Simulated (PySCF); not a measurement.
# The bond of NaSi, level by level

The task here is to estimate one member of a computed series from the others.

The runs use PySCF 2.14.0; Na 6-31G(d,p), Si 6-31G(d,p), no relativity.

Set-up of the first run:

Settings of the job:

```yaml
atoms: Na, Si
charge: 0
basis: Na 6-31G(d,p), Si 6-31G(d,p)
Hamiltonian: no relativity
basis_functions: 36
electrons_treated: 25
masses_in_u: 22.9898, 27.9769
levels: PBE0, PBE, r²SCAN, M06-2X, BHandHLYP, BLYP, HF, MP2, SCS-MP2, CCSD, CCSD(T)
grid: 80 radial by 434 angular points
occupations: held fixed by the projection of orbital angular momentum
dissociation_limit: Na + Si, each in its ground configuration
starting_distance_in_angstrom: 2.690
values_of_2S_to_try: 1, 3
```

Started as:

```bash
$ OMP_NUM_THREADS=1 python dia.py task.json out
```

Steps of the session up to this table: Input; First curve: PBE0; Higher solutions at PBE0; PBE (GGA); r²SCAN (meta-GGA); M06-2X (hybrid meta-GGA); BHandHLYP (global hybrid GGA); BLYP (GGA); UHF; MP2 and coupled cluster.

One of the session's tables, all rows but one given; the rest of the session is left out.

```
      level  ωe (%)
        UHF    -6.5
    UHF-MP2    -0.3
UHF-SCS-MP2    -1.0
   UHF-CCSD    -0.1
        PBE       ?
       BLYP   -15.6
     r²SCAN    -6.6
       PBE0    -6.9
  BHandHLYP    -6.8
     M06-2X    -2.5
```

**Question.** Estimate the row for PBE.

The run gave: ωe (%): -10.6. In the column «ωe (%)» it lies between BLYP (-15.6) and PBE0 (-6.9).
